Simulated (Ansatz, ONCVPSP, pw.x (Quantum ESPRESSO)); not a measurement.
pw.x on bcc Re: one setting changed

Potential: optimised norm-conserving Vanderbilt (ONCV), ONCVPSP 4.0.1, LDA (Perdew-Wang 92); core [Kr] 4d10 4f14, reference 5s2 5p6 5d5 6s1.5 6p0.5; waves: 5s+6s: rc 1.95 bohr, ncon 3, nbas 6, qcut 9.2 1/bohr, 2 projectors; 5p+6p: rc 1.65 bohr, ncon 4, nbas 9, qcut 7.4 1/bohr, 2 projectors; 5d: rc 1.90 bohr, ncon 3, nbas 8, qcut 6 1/bohr, 1 projector; local part: polynomial inside 1.60 bohr (lpopt 4, dvloc0 0 Ha); core correction: Teter function fitted to the true core (icmod 2), fcfact 0.55.

The reference run (k-mesh 15³, cutoffs 55/220 Ry, Fermi–Dirac 0.01 Ry, mixing_beta 0.4, conv_thr 1e-9, no spin) gives -2.96 GPa at 14.453 Å³/atom, where all-electron LAPW gives 0.92 GPa. This run, with its own iteration cap, changes conv_thr to 1e-06.

```
&control
  calculation='scf', prefix='x', pseudo_dir='./', outdir='./tmp', tstress=.true., disk_io='none'
/
&system
  ibrav=0, nat=1, ntyp=1, ecutwfc=55, ecutrho=220, nbnd=15,
  occupations='smearing', smearing='fd', degauss=0.01
/
&electrons
  conv_thr=1e-06, mixing_beta=0.4, electron_maxstep=50
/
ATOMIC_SPECIES
Re 1.0 Re.UPF
CELL_PARAMETERS angstrom
  -1.53449686 1.53449686 1.53449686
  1.53449686 -1.53449686 1.53449686
  1.53449686 1.53449686 -1.53449686
ATOMIC_POSITIONS crystal
Re 0.0000 0.0000 0.0000
K_POINTS automatic
15 15 15 0 0 0
```

```bash
pw.x < Re.scf.in > Re.scf.out
```

Task: How does the run end?

Result: It converges in 5 iterations; the free energy moves by +0.0 meV/atom and the pressure by -0.09 GPa.

```
Message from routine setup:
     using ibrav=0 with symmetry is DISCOURAGED, use correct ibrav instead
     lattice parameter (alat)  =       5.0226  a.u.
     unit-cell volume          =      97.5337 (a.u.)^3
     number of electrons       =        15.00
     number of Kohn-Sham states=           15
     kinetic-energy cutoff     =      55.0000  Ry
     charge density cutoff     =     220.0000  Ry
     scf convergence threshold =      1.0E-06
     Exchange-correlation= SLA  PW   NOGX NOGC
     number of k points=   120  Fermi-Dirac smearing, width (Ry)=  0.0100
     iteration #  1     ecut=    55.00 Ry     beta= 0.40
     total energy              =    -185.90122417 Ry
     estimated scf accuracy    <       0.05762178 Ry
     iteration #  2     ecut=    55.00 Ry     beta= 0.40
     total energy              =    -185.90305258 Ry
     estimated scf accuracy    <       0.00682962 Ry
     iteration #  3     ecut=    55.00 Ry     beta= 0.40
     total energy              =    -185.90389530 Ry
     estimated scf accuracy    <       0.00040555 Ry
     iteration #  4     ecut=    55.00 Ry     beta= 0.40
     total energy              =    -185.90391693 Ry
     estimated scf accuracy    <       0.00000756 Ry
     iteration #  5     ecut=    55.00 Ry     beta= 0.40
     the Fermi energy is    25.1402 ev
!    total energy              =    -185.90391862 Ry
     estimated scf accuracy    <       0.00000020 Ry
     smearing contrib. (-TS)   =      -0.00501111 Ry
     The total energy is F=E-TS. E is the sum of the following terms:
     one-electron contribution =     -16.82606054 Ry
     hartree contribution      =      18.97672469 Ry
     xc contribution           =     -46.86164291 Ry
     ewald contribution        =    -141.18792875 Ry
     convergence has been achieved in   5 iterations
          total   stress  (Ry/bohr**3)                   (kbar)     P=      -30.57
     Message from routine punch:
     Nothing written, as per user request (disk_io='none')
```

The run took about 7.6 s on one core of a shared host (Intel(R) Xeon(R) Platinum 8488C, 96 threads, 744 GiB, load 22).
